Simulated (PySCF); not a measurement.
Mapped SMILES: `[CH3:1][CH:2]=[C:3]1[CH:4]=[CH:5]1`. Each H is labelled by its parent atom.

GIAO PBE0/pcSseg-1 shifts (PySCF 2.14, gas phase, non-relativistic, equivalent atoms averaged), each against references optimised in the same way as the molecule (TMS).

On the GFN2-xTB geometry: C5 142.6, C4 141.3, C3 115.8, C2 77.4, C1 19.0, H(C4) 8.28, H(C5) 8.20, H(C2) 4.37, H(C1) 1.83 ppm.

Problem. What changes on the PBE0-D3(BJ)/def2-SVP geometry?

Solution. 
| atoms | δ (ppm) | change |
| --- | --- | --- |
| C5 | 140.9 | -1.7 |
| C4 | 140.7 | -0.6 |
| C3 | 117.2 | +1.4 |
| C2 | 76.0 | -1.4 |
| C1 | 17.6 | -1.4 |
| H(C4) | 8.21 | -0.07 |
| H(C5) | 8.09 | -0.11 |
| H(C2) | 4.15 | -0.22 |
| H(C1) | 1.75 | -0.08 |

Part of each change is the reference's own: σ(TMS, C) goes from 186.9 to 184.4 ppm, σ(TMS, H) goes from 31.72 to 31.27 ppm.

Bonds between heavy atoms that differ most (equivalent bonds averaged): C2–C3 1.310 → 1.332 Å, C5–C3 1.453 → 1.440 Å, C3–C4 1.454 → 1.444 Å, C1–C2 1.501 → 1.497 Å. Mean change of bonds to hydrogen: C–H +0.017 Å.
